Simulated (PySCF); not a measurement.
Working out the ionisation energy of F

F [He] 2s2 2p5 (2P) → F⁺ [He] 2s2 2p4 (3P). Computed with PySCF 2.14 in def2-SVP (3s2p1d, 14 functions), with no relativity, point nucleus. Frozen: 1s2. Energies in hartree (1 hartree = 27.21139 eV):

```json
{"part": "UHF", "F (lower)": "-99.284051", "F⁺ (upper)": "-98.704449"}
{"part": "CCSD correlation", "F (lower)": "-0.149750", "F⁺ (upper)": "-0.109064"}
{"part": "(T)", "F (lower)": "-0.000916", "F⁺ (upper)": "-0.000823"}
```

Task: What does Hartree-Fock give?

Result: (-98.704449) − (-99.284051) = 0.579602 hartree = 15.772 eV.

Task: What do CCSD and CCSD(T) give?

Result: The CCSD correlation energies differ by 0.040686 hartree = 1.107 eV and the triples by 0.000093 hartree = 0.003 eV, so CCSD gives 16.879 eV and CCSD(T) 16.882 eV.

Measured between the centres of the two terms (NIST): 17.427 eV, so CCSD(T) (valence) is off by -0.545 eV.

A double-zeta basis recovers only part of the correlation energy.

What remains against the reference includes basis incompleteness, the frozen core and higher excitations.
